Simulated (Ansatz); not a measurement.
A nudged elastic band was laid between two geometries of C3H3Cl (7 atoms, charge 0, multiplicity 1).

All numbers below come from Ansatz, RKS B3LYP/def2-SVP.

| Property | Result |
| --- | --- |
| movable images | 5 |
| climbing image | yes |
| spring | 5.0 eV/Å² |
| optimiser | quadratic models (default) |
| start path | through a guess of the saddle point |
| force threshold | 0.05 eV/Å |
| iteration limit | 60 |
| end points | relaxed |

Initial state:

```xyz
7
Properties=species:S:1:pos:R:3
Cl -1.666 -1.801 -0.290
C -0.437 -0.653 -0.032
C 0.746 -0.372 0.416
C -0.052 0.775 -0.211
H 1.682 -0.648 0.892
H -0.496 1.549 0.437
H 0.223 1.149 -1.211
```

Final state:

```xyz
7
Properties=species:S:1:pos:R:3
Cl -0.924 -2.440 0.189
C 0.054 0.074 0.006
C 0.256 -1.159 0.393
C -0.133 1.312 -0.376
H 1.179 -1.491 0.877
H -0.581 2.056 0.293
H 0.149 1.649 -1.381
```

(1) Which bonds break or form, and what moves?

(2) What energy profile does the band end with?

(3) What is the geometry of the highest image?

## Answers

(1) Bonds broken: Cl1–C2, C3–C4. Bonds formed: Cl1–C3.

(2) The forces met the threshold. The highest image is number 3 of 0 to 6, 230.9 kJ/mol above the first end and 316.0 kJ/mol above the last; the last end lies 85.1 kJ/mol below the first. Neighbouring images differ by up to 1.7 eV, so the band resolves the path poorly. The order of the stationary point at the top wasn't checked. The orbitals stay closed-shell, which can raise the energy where a bond breaks towards radicals; this wasn't checked here.

```
image  path coordinate (Å)  energy (kJ/mol)  Cl1–C2 (Å)  C3–C4 (Å)  Cl1–C3 (Å)
    0                 0.00              0.0        1.70       1.53        2.89
    1                 0.45             43.2        1.71       1.71        2.83
    2                 0.90            151.4        1.83       2.10        2.77
    3                 1.35            230.9        2.19       2.43        2.70
    4                 1.89            106.7        2.44       2.56        2.25
    5                 2.43            -58.6        2.55       2.59        1.81
    6                 2.97            -85.1        2.70       2.62        1.75
```

(3) 
```xyz
7
Properties=species:S:1:pos:R:3
Cl -1.546 -1.827 -0.230
C -0.077 -0.227 0.022
C 0.844 -0.871 0.580
C -0.245 1.086 -0.371
H 1.663 -1.380 1.061
H -0.689 1.814 0.313
H 0.051 1.405 -1.374
```

The run took 3.5 min on 1 thread of Arm Neoverse V2, with other jobs on the host, peak memory 0.16 GiB.
